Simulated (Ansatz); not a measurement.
Species: C2H7O, net charge 1, singlet state. It need not be the lowest isomer of its formula. 
Structure (B3LYP-D3(BJ)/def2-TZVP (Ansatz, a program for electronic structure) minimum search):
SMILES: C[OH+]C
```xyz
10

C      0.0222     1.2726    -0.2545
O      0.0348     0.0015     0.5266
C      0.0098    -1.2743    -0.2467
H      0.0708     2.0694     0.4806
H      0.9186     1.2427    -0.8643
H     -0.8857     1.3066    -0.8513
H      0.0507    -2.0670     0.4934
H     -0.8984    -1.3032    -0.8433
H      0.9064    -1.2569    -0.8566
H     -0.6322     0.0069     1.2356
```
Charge +1, spin multiplicity 1.

Basis-set convergence of Hartree-Fock and CCSD correlation energies (hartree) with Ansatz. Correlated levels leave the core frozen unless marked. No spin-orbit coupling. No relativistic terms.

```csv
basis,functions,E(HF),"E(corr, CCSD)"
cc-pVDZ,77,-154.39855,-0.51494
cc-pVTZ,188,?,?
```

Q: What belongs in the gaps?

A: 
- cc-pVTZ, E(HF): -154.44921
- cc-pVTZ, E(corr, CCSD): -0.62298
